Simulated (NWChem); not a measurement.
Everything below was run with NWChem. System: H$_{2}$Si, charge 0, spin multiplicity 1, displaced from the optimised geometry. The structure started from a generated list of species.

Input file:

```
start mol
memory heap 200 mb stack 900 mb global 1100 mb
geometry units angstroms nocenter noautoz noautosym
  Si     0.000000     0.000000     0.134141
  H      1.918252     0.000000    -1.743837
  H     -1.096144     0.000000    -0.938989
end
basis spherical
  * library cc-pvdz
end
dft
  xc xpbe96 cpbe96
  semidirect memsize 60000000 filesize 0
  iterations 100
end
task dft energy
```

The output up to the point where the run's verdict is printed (cleaned and shortened):

```
             Northwest Computational Chemistry Package (NWChem) 7.3.0
             --------------------------------------------------------

                                NWChem Input Module
                                -------------------

 Scaling coordinates for geometry "geometry" by  1.889725989
 (inverse scale =  0.529177249)

                             Geometry "geometry" -> ""
                             -------------------------

 Output coordinates in angstroms (scale by  1.889725989 to convert to a.u.)

  No.       Tag          Charge          X              Y              Z
 ---- ---------------- ---------- -------------- -------------- --------------
    1 Si                  14.0000     0.00000000     0.00000000     0.13414100
    2 H                    1.0000     1.91825200     0.00000000    -1.74383700
    3 H                    1.0000    -1.09614400     0.00000000    -0.93898900

 Effective nuclear repulsion energy (a.u.)       7.7588778577

            Nuclear Dipole moment (a.u.)
            ----------------------------
        X                 Y               Z
 ---------------- ---------------- ----------------
     1.5535588530     0.0000000000    -1.5209497414


 Summary of "ao basis" -> "" (spherical)
 ------------------------------------------------------------------------------
       Tag                 Description            Shells   Functions and Types
 ---------------- ------------------------------  ------  ---------------------
 *                          cc-pvdz                   on all atoms

  pbe96 is a nonlocal functional; adding pw91lda local functional.

                                 NWChem DFT Module
                                 -----------------

 Summary of "ao basis" -> "ao basis" (spherical)
 ------------------------------------------------------------------------------
       Tag                 Description            Shells   Functions and Types
 ---------------- ------------------------------  ------  ---------------------
 Si                         cc-pvdz                  8       18   4s3p1d
 H                          cc-pvdz                  3        5   2s1p
[...]
 d= 0,ls=0.5,diis    52   -290.1865165866 -7.67D-06  2.06D-04  4.65D-05     2.2
 d= 0,ls=0.5,diis    53   -290.1865293381 -1.28D-05  2.77D-04  5.50D-05     2.3
 d= 0,ls=0.5,diis    54   -290.1865514826 -2.21D-05  3.75D-04  7.25D-05     2.3
 d= 0,ls=0.5,diis    55   -290.1865911325 -3.96D-05  5.06D-04  1.06D-04     2.3
 d= 0,ls=0.5,diis    56   -290.1866620922 -7.10D-05  6.79D-04  1.71D-04     2.4
 d= 0,ls=0.5,diis    57   -290.1867897161 -1.28D-04  9.09D-04  2.88D-04     2.4
 d= 0,ls=0.5,diis    58   -290.1870185805 -2.29D-04  1.22D-03  5.00D-04     2.4
 d= 0,ls=0.5,diis    59   -290.1874285119 -4.10D-04  1.63D-03  8.85D-04     2.5
 d= 0,ls=0.5,diis    60   -290.1881591770 -7.31D-04  2.17D-03  1.58D-03     2.5
 d= 0,ls=0.5,diis    61   -290.1894494399 -1.29D-03  2.87D-03  2.84D-03     2.5
 d= 0,ls=0.5,diis    62   -290.1916879625 -2.24D-03  3.76D-03  5.08D-03     2.6
 d= 0,ls=0.5,diis    63   -290.1954411047 -3.75D-03  4.81D-03  9.06D-03     2.6
 d= 0,ls=0.5,diis    64   -290.2014146643 -5.97D-03  5.96D-03  1.60D-02     2.7
 d= 0,ls=0.5,diis    65   -290.2101441137 -8.73D-03  7.03D-03  2.75D-02     2.7
 d= 0,ls=0.5,diis    66   -290.2214172573 -1.13D-02  7.80D-03  4.55D-02     2.7
 d= 0,ls=0.5,diis    67   -290.2337110052 -1.23D-02  8.09D-03  7.07D-02     2.8
 d= 0,ls=0.5,diis    68   -290.2446997436 -1.10D-02  7.83D-03  1.02D-01     2.8
 d= 0,ls=0.5,diis    69   -290.2526088847 -7.91D-03  7.16D-03  1.33D-01     2.8
 d= 0,ls=0.5,diis    70   -290.2572270857 -4.62D-03  6.26D-03  1.62D-01     2.9
 d= 0,ls=0.5,diis    71   -290.2594397081 -2.21D-03  5.32D-03  1.84D-01     2.9
 d= 0,ls=0.5,diis    72   -290.2602308524 -7.91D-04  4.41D-03  1.99D-01     3.0
 d= 0,ls=0.5,diis    73   -290.2603019084 -7.11D-05  3.62D-03  2.10D-01     3.0
 d= 0,ls=0.5,diis    74   -290.2605136647 -2.12D-04  2.99D-03  2.16D-01     3.0
 d= 0,ls=0.5,diis    75   -290.2602798529  2.34D-04  2.39D-03  2.21D-01     3.1
 d= 0,ls=0.5,diis    76   -290.2606757156 -3.96D-04  1.85D-03  2.22D-01     3.1
 d= 0,ls=0.5,diis    77   -290.2609960768 -3.20D-04  1.87D-03  2.23D-01     3.1
 d= 0,ls=0.5,diis    78   -290.2623883727 -1.39D-03  3.46D-03  2.20D-01     3.2
 d= 0,ls=0.5,diis    79   -290.2732793680 -1.09D-02  4.81D-03  1.94D-01     3.2
 d= 0,ls=0.5,diis    80   -290.2979422612 -2.47D-02  5.15D-03  1.36D-01     3.2
 d= 0,ls=0.5,diis    81   -290.3278688572 -2.99D-02  3.96D-03  6.73D-02     3.3
 d= 0,ls=0.5,diis    82   -290.3446195624 -1.68D-02  2.47D-03  3.00D-02     3.3
 d= 0,ls=0.5,diis    83   -290.3514134337 -6.79D-03  1.62D-03  1.68D-02     3.4
 d= 0,ls=0.5,diis    84   -290.3541419195 -2.73D-03  1.10D-03  1.19D-02     3.4
 d= 0,ls=0.5,diis    85   -290.3558271540 -1.69D-03  7.40D-04  8.68D-03     3.4
 d= 0,ls=0.5,diis    86   -290.3566783177 -8.51D-04  5.36D-04  7.12D-03     3.5
 d= 0,ls=0.5,diis    87   -290.3572802472 -6.02D-04  4.08D-04  5.95D-03     3.5
 d= 0,ls=0.5,diis    88   -290.3577510533 -4.71D-04  4.62D-04  4.95D-03     3.5
 d= 0,ls=0.5,diis    89   -290.3583492403 -5.98D-04  4.48D-04  3.51D-03     3.6
 d= 0,ls=0.5,diis    90   -290.3588346443 -4.85D-04  3.64D-04  2.35D-03     3.6
 d= 0,ls=0.5,diis    91   -290.3591440686 -3.09D-04  3.15D-04  1.64D-03     3.6
 d= 0,ls=0.5,diis    92   -290.3593668124 -2.23D-04  2.53D-04  1.13D-03     3.7
 d= 0,ls=0.5,diis    93   -290.3595132938 -1.46D-04  2.14D-04  8.02D-04     3.7
 d= 0,ls=0.5,diis    94   -290.3596169099 -1.04D-04  1.80D-04  5.69D-04     3.7
 d= 0,ls=0.5,diis    95   -290.3596905288 -7.36D-05  1.53D-04  4.04D-04     3.8
 d= 0,ls=0.5,diis    96   -290.3597431386 -5.26D-05  1.28D-04  2.86D-04     3.8
 d= 0,ls=0.5,diis    97   -290.3597800476 -3.69D-05  1.09D-04  2.03D-04     3.9
 d= 0,ls=0.5,diis    98   -290.3598065601 -2.65D-05  9.30D-05  1.44D-04     3.9
 d= 0,ls=0.5,diis    99   -290.3598254561 -1.89D-05  7.86D-05  1.02D-04     3.9
 d= 0,ls=0.5,diis   100   -290.3598387992 -1.33D-05  6.69D-05  7.31D-05     4.0
```

Convergence was not reached. The next line reads: Calculation failed to converge. NWChem stopped with the message: dft energy failed.
